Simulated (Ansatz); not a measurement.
Input for Ansatz (development build ahead of 0.2.0):

```yaml
crystal:
  periodic: [false, false, false]
  atoms:
    - { symbol: Li, position_ang: [0.0, 0.0, 0.0] }
    - { symbol: H, position_ang: [1.31223, 0.0, 0.75762] }
    - { symbol: H, position_ang: [-1.31223, 0.0, 0.75762] }
basis:
  gaussian: { orbitals: "6-31G" }
magnetization:
  initial_magnetization: 1
hamiltonian:
  xc: hf
correlation:
  method: fci
  frozen_orbitals: { H: 0, Li: 0 }
```

The input is written out in the form of the current development build from the run's settings.

Output:

| Item | Value |
| --- | --- |
| Converged | yes |
| Total energy | -8.48618 hartree |
| State | lowest doublet root, of any spatial symmetry |
